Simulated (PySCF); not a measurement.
# Orbital picture of AlS

r²SCAN at R = 2.041 Å; PySCF, no relativity, basis sets Al def2-SVP, S def2-SVP. State: ²Σ⁺ (doublet), unpaired electrons σ ↑. Only the outer orbitals are listed, counted within each symmetry.

```csv
spin,orbital,occ.,ε (eV),on Al (%),main shells (%)
α,7σ,1,-17.10,12,86 S s
α,8σ,1,-9.32,57,"55 Al s, 35 S p"
α,9σ,1,-6.62,60,"39 S p, 35 Al p, 24 Al s"
α,3π,1,-6.33,20,"80 S p, 19 Al p"
α,3π,1,-6.33,20,"80 S p, 19 Al p"
α,4π,0,-2.30,82,"80 Al p, 17 S p"
α,4π,0,-2.30,82,"80 Al p, 17 S p"
α,10σ,0,0.72,108,"74 Al p, 22 Al s, 11 Al d"
β,7σ,1,-16.72,13,86 S s
β,8σ,1,-8.51,46,"45 Al s, 44 S p, 9 S s"
β,3π,1,-6.23,19,"81 S p, 17 Al p"
β,3π,1,-6.23,19,"81 S p, 17 Al p"
β,9σ,0,-4.78,71,"44 Al s, 28 S p, 26 Al p"
β,4π,0,-1.46,83,"83 Al p, 16 S p"
β,4π,0,-1.46,83,"83 Al p, 16 S p"
```

Question: Which are the highest filled and the lowest empty level, where do they sit, and how wide is the gap?

Answer: Highest filled β 3π at -6.23 eV (in %: 81 S p, 17 Al p); lowest empty β 9σ at -4.78 eV (in %: 44 Al s, 28 S p, 26 Al p); the gap at r²SCAN is 1.45 eV.

The bond order (Mayer) is 2.20, the ⟨S²⟩ is 0.757 and the charge on Al (Mulliken, basis-dependent) is 0.33. The charge on Al (Löwdin, basis-dependent) is 0.14. The dipole moment (positive dipole means Al(−)S(+)) is -3.66 D.

Shares are Mulliken populations and can fall outside 0 to 100 %.

The state was picked by a PBE0 search and need not be the measured ground state.
